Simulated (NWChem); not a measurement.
# C4H4 (1-buten-3-yne) at 6 levels

We compute a comparison of 6 runs (HF/def2-SVP, HF/cc-pVTZ, B3LYP/6-31G*, PBE0/6-311G**, CCSD(T)/cc-pVDZ) of C4H4 (1-buten-3-yne). 

Program for the calculation: NWChem 7.3.0.

## Step 1: The structure to begin with

C4H4: 8 atoms, total charge 0, spin state singlet. As SMILES, `C#CC=C`. Geometry: relaxed at PBE0-D4/def2-TZVP.

Bond lengths: C1–C2 1.203 Å, C2–C3 1.418 Å, C3–C4 1.332 Å, C1–H5 1.064 Å, C3–H6 1.087 Å, C4–H7 1.083 Å, C4–H8 1.083 Å. Angles: C1–C2–C3 178.4°, C2–C3–C4 124.2°, C2–C1–H5 179.5°, C2–C3–H6 116.0°, C4–C3–H6 119.8°, C3–C4–H7 120.7°, C3–C4–H8 121.4°, H7–C4–H8 117.8°.

## Step 2: Energy and forces at HF/def2-SVP (run 1)

Input file job.nw:

```
start job
title "C4H4 gradient"
memory stack 880 mb heap 220 mb global 1100 mb
geometry units bohr noautosym nocenter noautoz
  C  -2.06246599  2.98614522 -1.69005766
  C  -0.65074609  1.57981104 -0.59545270
  C   1.05316327 -0.01885947  0.71607392
  C   0.84589811 -2.52516543  0.82000886
  H  -3.32075903  4.21633803 -2.66334221
  H   2.60729293  0.91791557  1.67866261
  H   2.21026147 -3.64579192  1.85433155
  H  -0.68264467 -3.51037415 -0.12020548
end
basis spherical bse
  * library def2-SVP
end
scf
  thresh 1e-08
  maxiter 80
end
task scf gradient
```

On the command line:

```sh
$ nwchem job.nw > job.out
```

The log of the run:

```text
[...]
  functions       =    76
[...]
  wavefunction    = RHF
[...]
         Total SCF energy =   -153.595746502064
      One-electron energy =   -384.741163218669
      Two-electron energy =    140.695240878373
 Nuclear repulsion energy =     90.450175838233
        Time for solution =      3.9s
[...]
                         RHF ENERGY GRADIENTS
    atom               coordinates                        gradient
                 x          y          z           x          y          z
   1 C      -2.062466   2.986145  -1.690058   -0.014018   0.014489  -0.010923
   2 C      -0.650746   1.579811  -0.595453    0.025550  -0.025491   0.019808
   3 C       1.053163  -0.018859   0.716074   -0.012518   0.017705  -0.010215
   4 C       0.845898  -2.525165   0.820009   -0.000547  -0.007220   0.000332
   5 H      -3.320759   4.216338  -2.663342    0.000422  -0.000537   0.000341
   6 H       2.607293   0.917916   1.678663    0.001250   0.001087   0.000748
   7 H       2.210261  -3.645792   1.854332    0.000626  -0.000149   0.000433
   8 H      -0.682645  -3.510374  -0.120205   -0.000766   0.000116  -0.000523
[...]
```

Wall time 6 s (1 thread of Intel Xeon 6975P-C (Granite Rapids), shared host); peak memory 0.096 GiB.

## Step 3: Energy and gradient at HF/cc-pVTZ (run 2)

Input file run.py:

```python
from ase import Atoms
from ase.calculators.nwchem import NWChem

system = Atoms('CCCCHHHH', positions=[
    [-1.091410, 1.580200, -0.894340],
    [-0.344360, 0.836000, -0.315100],
    [0.557310, -0.009980, 0.378930],
    [0.447630, -1.336260, 0.433930],
    [-1.757270, 2.231190, -1.409380],
    [1.379720, 0.485740, 0.888310],
    [1.169620, -1.929270, 0.981270],
    [-0.361240, -1.857610, -0.063610],
])

calc = NWChem(
    label='m1',
    theory='scf',
    memory='2200 mb',
    basis='cc-pVTZ',
    basispar='spherical bse',
    scf={'nopen': '0', 'rhf': None, 'thresh': '1e-08', 'maxiter': '80'},
)
system.calc = calc

forces = system.get_forces()
e = system.get_potential_energy()
print(f"E = {e:.6f} eV")
print("forces (eV/A):")
for s, f in zip(system.symbols, forces):
    print(f"{s:2s} {f[0]:10.5f} {f[1]:10.5f} {f[2]:10.5f}")
print("dipole (e A):", system.get_dipole_moment().round(4))
```

On the command line:

```sh
$ export ASE_NWCHEM_COMMAND="nwchem PREFIX.nwi > PREFIX.nwo"
$ python run.py
```

The log of the run:

```text
E = -4184.136443 eV
forces (eV/A):
C     1.12547   -1.12964    0.87361
C    -1.83083    1.75930   -1.41292
C     0.72557   -1.02556    0.59202
C     0.00530    0.48532   -0.04366
H     0.27660   -0.26626    0.21345
H    -0.33944   -0.21314   -0.20975
H    -0.25901    0.21515   -0.19628
H     0.29640    0.17489    0.18353
dipole (e A): [ 0.0466 -0.09    0.0404]
```

The calculator wrote m1.nwi:

```
title "m1"

permanent_dir m1

scratch_dir m1

start m1

geometry units angstrom nocenter noautosym noautoz
  C  -1.0914100000000000e+00 1.5802000000000000e+00 -8.9434000000000002e-01
  C  -3.4436000000000000e-01 8.3599999999999997e-01 -3.1509999999999999e-01
  C  5.5730999999999997e-01 -9.9799999999999993e-03 3.7892999999999999e-01
  C  4.4762999999999997e-01 -1.3362600000000000e+00 4.3392999999999998e-01
  H  -1.7572700000000001e+00 2.2311899999999998e+00 -1.4093800000000001e+00
  H  1.3797200000000001e+00 4.8574000000000001e-01 8.8831000000000004e-01
  H  1.1696200000000001e+00 -1.9292700000000000e+00 9.8126999999999998e-01
  H  -3.6124000000000001e-01 -1.8576100000000000e+00 -6.3610000000000000e-02
end

memory 2200 mb

basis spherical bse noprint
   * library cc-pVTZ
end

scf
  nopen 0
  rhf
  thresh 1e-08
  maxiter 80
end

task scf gradient
```

m1.nwo:

```text
Northwest Computational Chemistry Package (NWChem) 7.3.0
             --------------------------------------------------------

           Job information
           ---------------

    nwchem branch   = 7.3.0
    use scalapack   = T
    input           = m1.nwi
    prefix          = m1.
    data base       = m1/m1.db
    status          = startup
    nproc           =        1

           Memory information
           ------------------

    heap     =     72089596 doubles =      550.0 Mbytes
    stack    =     72089601 doubles =      550.0 Mbytes
    global   =    144179200 doubles =     1100.0 Mbytes (distinct from heap & stack)
    total    =    288358397 doubles =     2200.0 Mbytes
    verify   = yes
    hardfail = no

[... 130 lines left out ...]
 Convergence threshold     :          1.000E-08
[... 12 lines left out ...]
       Final RHF  results
[... 3 lines left out ...]
      One-electron energy =   -385.060398585055
[... 1 line left out ...]
 Nuclear repulsion energy =     90.450182346699
[... 32 lines left out ...]
                       ROHF Final Molecular Orbital Analysis
[... 232 lines left out ...]
                         RHF ENERGY GRADIENTS

    atom               coordinates                        gradient
                 x          y          z           x          y          z
   1 C      -2.062466   2.986145  -1.690058   -0.021887   0.021968  -0.016989
   2 C      -0.650746   1.579811  -0.595453    0.035604  -0.034213   0.027477
   3 C       1.053163  -0.018859   0.716074   -0.014110   0.019944  -0.011513
[... 4 lines of this table left out ...]
   8 H      -0.682645  -3.510374  -0.120205   -0.005764  -0.003401  -0.003569

                 ----------------------------------------
                 |  Time  |  1-e(secs)   |  2-e(secs)   |
                 ----------------------------------------
                 |  CPU   |       0.02   |      15.37   |
                 ----------------------------------------
                 |  WALL  |       0.02   |      15.37   |
                 ----------------------------------------

 Task  times  cpu:       85.8s     wall:       85.8s
 Total times  cpu:       85.8s     wall:       85.8s
```

It took 88 s on 1 thread of Intel Xeon 6975P-C (Granite Rapids), shared host; peak memory 0.12 GiB.

Runs 3 to 5 aren't shown in full; the table further down has their settings and results.

## Step 4: The energy at CCSD(T)/cc-pVDZ (run 6)

Input file c4h4.nw:

```
echo
start c4h4
memory stack 880 mb heap 220 mb global 1100 mb

geometry noautosym nocenter noautoz
 C     -1.091410     1.580200    -0.894340
 C     -0.344360     0.836000    -0.315100
 C      0.557310    -0.009980     0.378930
 C      0.447630    -1.336260     0.433930
 H     -1.757270     2.231190    -1.409380
 H      1.379720     0.485740     0.888310
 H      1.169620    -1.929270     0.981270
 H     -0.361240    -1.857610    -0.063610
end

basis "ao basis" spherical bse
 * library cc-pVDZ
end

scf
 thresh 1e-08
 maxiter 80
end

ccsd
 freeze core 4
 maxiter 60
end

task ccsd(t)
```

On the command line:

```sh
$ nwchem c4h4.nw > c4h4.out
```

The log of the run:

```text
[...]
  functions       =    76
[...]
  wavefunction    = RHF
[...]
         Total SCF energy =   -153.721194093042
      One-electron energy =   -384.972090781012
      Two-electron energy =    140.800714341271
 Nuclear repulsion energy =     90.450182346700
        Time for solution =      9.2s
[...]
 Total MP2 energy:           -154.234004933172713
[...]
             energy      energy      error      ampl     ampl      Block
                                                time     time      time
[...]
 Total CCSD energy:           -154.267497224227213
[...]
 Total CCSD+T(CCSD) energy:           -154.290933245173960
[...]
 Total CCSD(T) energy:                -154.290193783658680
[...]
```

It took 62 s on 1 thread of Intel Xeon 6975P-C (Granite Rapids), shared host; peak memory 0.18 GiB.

## Step 5: All runs side by side

```csv
run,level,Cartesian functions,iteration cap,energy (Eh),dipole moment (D),HOMO energy (eV),LUMO energy (eV),wall time
1,HF/def2-SVP,no,80,-153.595747,0.49,-9.41,3.07,6 s
2,HF/cc-pVTZ,no,80,-153.764179,0.52,-9.39,2.89,88 s
3,B3LYP/6-31G* (Cartesian functions),yes,100,-154.733514,–,–,–,21 s
4,B3LYP/6-31G* (spherical functions),no,100,-154.730020,0.32,-6.58,-0.65,18 s
5,PBE0/6-311G**,no,100,-154.574781,0.41,-7.13,-0.83,14 s
6,CCSD(T)/cc-pVDZ,no,80,-154.290194,–,-9.32,3.16,62 s
```

## Step 6: Summary of results

| quantity | value |
| --- | --- |
| run 6: total energy | -154.29019 Eh |
| run 6: HOMO energy (Hartree–Fock orbitals) | -9.32 eV |
| run 6: LUMO energy (Hartree–Fock orbitals) | 3.16 eV |
| run 6: HOMO–LUMO gap (Hartree–Fock orbitals) | 12.48 eV |
| run 6: correlation energy (4 core orbitals frozen) | -569.0 mEh |
| run 6: (T) correction | -22.70 mEh |

What this shows: Over runs 1, 2, 4, 5 the dipole moment (its size) runs from 0.32 D (B3LYP/6-31G*) to 0.52 D (HF/cc-pVTZ). The two ends differ in method and basis. Over runs 1, 2, 4, 5 the HOMO–LUMO gap runs from 5.93 eV (B3LYP/6-31G*) to 12.48 eV (HF/def2-SVP). Totals of different functionals can't be ranked against each other. All runs together took 3.5 min, the longest 88 s.
